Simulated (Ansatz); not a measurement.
A made-up structure of LiHS2, singlet:

```xyz
4
angstrom
Li 0.8068 0.3989 1.3455
S -1.0261 -0.6075 0.8123
S -0.2304 0.5612 -0.7154
H -1.0298 -1.9144 1.1886
```

It is relaxed with PBE-D4/def2-SVP and then PBE0-D4/def2-TZVP (Ansatz 0.2.0). Atoms count as bonded within 1.22 times the sum of their covalent radii (H–H: 0.88 Å). The end point is not checked to be a true minimum.

(1) Does its bonding change? (Judge from chemistry; the calculation decides.)

## Answers

(1) By the calculation: No: no bond forms or breaks.

Where it ends: The first stage lowers the energy by 0.88 eV in 7 steps. It ends as LiHS₂ ([Li]1[S][SH]1):
```csv
atom,x (Å),y (Å),z (Å)
Li1,0.8482,0.4662,1.2927
S2,-1.2278,-0.5147,1.0155
S3,-0.1925,0.3102,-0.5911
H4,-0.9074,-1.8235,0.9139
```

Labels in which every atom is bracketed show which atoms are joined, not bond orders.

For scale, one of the runs: PBE0-D4/def2-TZVP relaxation, 94 basis functions, launched by `ansatz run in.yaml --threads 2 --pin off --events-out ev --progress --plain --max-ram 4352MiB`. The run took about 6.5 s on 2 CPU threads of an Arm Neoverse V1 (shared host).
